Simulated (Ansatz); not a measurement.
**Scan of [GeH3···H···BH2], doublet**

Starting geometry:

```
atom    x (Å)    y (Å)    z (Å)
  Ge  -0.4462   0.0000   0.0000
   H  -0.9576   1.4466   0.0000
   H  -0.9576  -0.7233   1.2528
   H  -0.9576  -0.7233  -1.2528
   H   1.0882   0.0000   0.0000
   B   2.5868   0.0000   0.0000
   H   3.0959   0.0000   1.0770
   H   3.0959   0.0000  -1.0770
```

From there H5 is moved from one fragment to the other while all else, the fragments' distance too, stays fixed, so the hump isn't the reaction's barrier; atoms are numbered as listed. Energies are in kcal/mol, counted from the starting geometry at the same level.

Basis cc-pVDZ; Ansatz 0.2.0. Only valence electrons are correlated (noble-gas cores and the filled d shells of p-block atoms frozen). Prefix R: restricted or restricted open-shell reference; prefix U: unrestricted. No spin–orbit coupling is included, and no scalar relativity.

Full CI isn't at hand for all of this; UCCSDT(Q) serves as the reference, and is uncertain by about the last step of the cluster series.

```tsv
distance Ge1-H5 (Å)	UHF
1.534	0.0
1.581	-0.3
1.675	-0.1
1.769	-4.5
1.863	-6.8
```

Question: Estimate the UCCSDT(Q) curve in cc-pVDZ from this one, knowing how UHF errs.

Answer: The computed UCCSDT(Q) values, in kcal/mol from the starting point, and the error of UHF against them:
```tsv
distance Ge1-H5 (Å)	UCCSDT(Q)	UHF less UCCSDT(Q)
1.534	0.0	0.0
1.581	-1.0	0.7
1.675	-0.4	0.3
1.769	-4.1	-0.4
1.863	-5.3	-1.5
```

The error spans 2.2 kcal/mol and is largest, -1.5 kcal/mol, at 1.863 Å.
